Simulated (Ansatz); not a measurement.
We consider zinc-blende CdSe, described by HSE06 (PAW; Ansatz, a first-principles code).

The same calculation (at a fixed cell, not relaxed at this level and not confirmed as the measured one, 27.708 Å³/atom) with different numerical settings:

```csv
run,k mesh,gap on the mesh (eV),total energy (eV/atom)
1,4×4×4,1.601,-6865.0445
2,6×6×6,1.584,-6865.0625
3,8×8×8,1.581,-6865.0637
4,10×10×10,1.580,-6865.0639
5,12×12×12,1.580,-6865.0639
```

In the column total energy (eV/atom) the first row differs from the last by +0.0194 and the next to last by 0.0000.

The last row is no converged limit: other settings stay fixed.

Spin–orbit coupling is not included.
